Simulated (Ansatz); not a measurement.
# H7OPSi: the cost of one run

All numbers below are computed with Ansatz 0.2.0 (RKS LDA/6-31G*).

### 1 The structure to begin with

Bond lengths: Si1–O2 2.030 Å, O2–H3 1.010 Å, Si1–H4 1.460 Å, Si1–H5 1.459 Å, Si1–H6 1.459 Å, Si1–P7 2.480 Å, P7–H8 1.420 Å, P7–H9 1.420 Å, P7–H10 1.583 Å. Angles (14 of 17 angles, heavy atoms first): O2–Si1–P7 71.6°, Si1–O2–H3 109.5°, O2–Si1–H4 109.5°, O2–Si1–H5 109.5°, O2–Si1–H6 109.5°, H4–Si1–P7 67.2°, H5–Si1–P7 176.6°, H6–Si1–P7 72.8°, Si1–P7–H8 109.5°, Si1–P7–H9 109.5°, Si1–P7–H10 62.8°, H4–Si1–H5 109.5°, H4–Si1–H6 109.5°, H5–Si1–H6 109.5°.

Coordinates:

```xyz
10

Si    0.0000    0.0000    0.0000
O     0.0000    0.0000    2.0300
H    -0.9095   -0.2814    2.3671
H     1.3768    0.0000   -0.4862
H    -0.6877    1.1914   -0.4862
H    -0.6877   -1.1914   -0.4862
P     1.2944   -1.9656    0.7820
H     0.4981   -3.1353    0.6631
H     2.4646   -2.1080   -0.0096
H     0.6725   -1.0212    1.8891
```

### 2 Pulling towards end A

Springs on the bonds that form and break draw the guess towards this end; the thresholds are loose.

Contents of input.yaml:

```yaml
crystal:
  periodic: [false, false, false]
  atoms:
    - { symbol: Si, position_ang: [0.0, 0.0, 0.0] }
    - { symbol: O, position_ang: [0.0, 0.0, 2.03] }
    - { symbol: H, position_ang: [-0.9095, -0.2814, 2.3671] }
    - { symbol: H, position_ang: [1.3768, 0.0, -0.4862] }
    - { symbol: H, position_ang: [-0.6877, 1.1914, -0.4862] }
    - { symbol: H, position_ang: [-0.6877, -1.1914, -0.4862] }
    - { symbol: P, position_ang: [1.2944, -1.9656, 0.782] }
    - { symbol: H, position_ang: [0.4981, -3.1353, 0.6631] }
    - { symbol: H, position_ang: [2.4646, -2.108, -0.0096] }
    - { symbol: H, position_ang: [0.6725, -1.0212, 1.8891] }
basis:
  gaussian: { orbitals: "6-31G*" }
hamiltonian:
  xc: lda
relax:
  f_tol: 0.15
  max_steps: 25
  restrain:
    - { distance: [0, 6], at: 3.38, k: 30.0 }
    - { distance: [9, 1], at: 2.21, k: 30.0 }
    - { distance: [0, 1], at: 1.68, k: 30.0 }
    - { distance: [9, 6], at: 1.42, k: 30.0 }
output:
  orbitals: {}
```

Started as:

```console
$ ansatz run input.yaml --threads 1 --pin off --max-ram 2048MiB --backend cpu --events-out ev --progress --plain --runs-dir out
```

What time and memory should one allow on 1 thread of Arm Neoverse V1, shared host?

About 15 s, with a peak of 0.13 GiB.
